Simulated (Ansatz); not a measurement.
Basis-set series for CH₄BN (`BC=N`). The species carries charge 0 and has multiplicity 1. Geometry: relaxed with PBE0-D4/def2-TZVP. It is one conformer, not always the lowest.

```csv
functional,basis,functions,energy (Eh),HOMO (eV),LUMO (eV)
PBE0-D4,def2-TZVPP,149,-119.94568,-7.69,-2.50
PBE0-D4,def2-QZVPP,291,-119.95282,-7.72,-2.54
ωB97M-V,def2-TZVPP,149,-120.04060,-10.07,-0.40
ωB97M-V,def2-QZVPP,291,-120.04739,-10.10,-0.46
```

Give the rows for def2-SVP. (An estimate is asked.)

Ansatz gave: 
| functional | basis | functions | energy (Eh) | HOMO (eV) | LUMO (eV) |
| --- | --- | --- | --- | --- | --- |
| PBE0-D4 | def2-SVP | 62 | -119.80887 | -7.48 | -2.35 |
| ωB97M-V | def2-SVP | 62 | -119.89609 | -9.84 | -0.16 |
